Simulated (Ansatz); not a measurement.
**Which level was it?**

SiH2O2 has 5 atoms, charge 0, and is taken as a singlet. SMILES: `O[Si]O`. The coordinates come from a PBE0-D4/def2-TZVP relaxation. This is one conformer, not always the lowest.

```xyz
5

O    -1.4432   -0.1056   -0.2750
Si   -0.2120   -0.7913    0.5677
O     1.0360    0.1875    0.0686
H    -1.2319    0.6489   -0.8361
H     1.9011   -0.0131    0.4334
```

A calculation with Ansatz 0.2.0 gave:

- total energy: -440.9422 Eh
- HOMO energy: -7.19 eV
- LUMO energy: -1.27 eV
- HOMO–LUMO gap: 5.93 eV

Problem. Which of these levels gave the numbers?
A. B2PLYP/aug-cc-pVDZ
B. PBE0/aug-cc-pVDZ
C. revPBE/aug-cc-pVDZ
D. r2SCAN/aug-cc-pVDZ

Solution. B. The others give -440.9873 Eh (B2PLYP/aug-cc-pVDZ), -441.1222 Eh (r2SCAN/aug-cc-pVDZ), -441.1152 Eh (revPBE/aug-cc-pVDZ).
